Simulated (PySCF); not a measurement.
Which level of theory gave which numbers?

CHClF₂.
InChI=1S/CHClF2/c2-1(3)4/h1H

The closed-shell ground state was solved 7 times with PySCF (density fitting, gas phase), always in the pcSseg-2 basis (165 functions), with these functionals: B3LYP, B97-2, BHandHLYP, HF, PBE, PBE0 and wB97X-D. Geometry: PBE0-D3(BJ)/def2-SVP; no solvent, vibrations or thermal averaging.

| row | total energy (Eh) | HOMO (eV) | LUMO (eV) | dipole (D) |
| --- | --- | --- | --- | --- |
| P | -698.2992 | -8.13 | -0.84 | 1.37 |
| Q | -698.6457 | -11.54 | 2.05 | 1.48 |
| R | -698.3306 | -9.63 | 0.22 | 1.46 |
| S | -696.9344 | -13.15 | 2.73 | 1.66 |
| T | -698.6141 | -11.01 | 1.00 | 1.56 |
| U | -698.7324 | -9.37 | -0.13 | 1.46 |
| V | -698.6763 | -9.35 | 0.16 | 1.45 |

**Question.** Which functional belongs to which row?

**Answer.** P = PBE, Q = wB97X-D, R = PBE0, S = HF, T = BHandHLYP, U = B3LYP, V = B97-2. By rising HOMO–LUMO gap: PBE (GGA) 7.29 eV; B3LYP (global hybrid, 20 % exact exchange) 9.24 eV; B97-2 (global hybrid, 21 % exact exchange) 9.51 eV; PBE0 (global hybrid, 25 % exact exchange) 9.85 eV; BHandHLYP (global hybrid, 50 % exact exchange) 12.01 eV; wB97X-D (range-separated hybrid) 13.59 eV; HF (all exact exchange) 15.88 eV. Total energies of different functionals aren't bounds to one another; each is stationary for its own functional.

The pairwise dispersion term of wB97X-D wasn't added to the energies; at a given geometry it leaves orbitals and properties as they are.
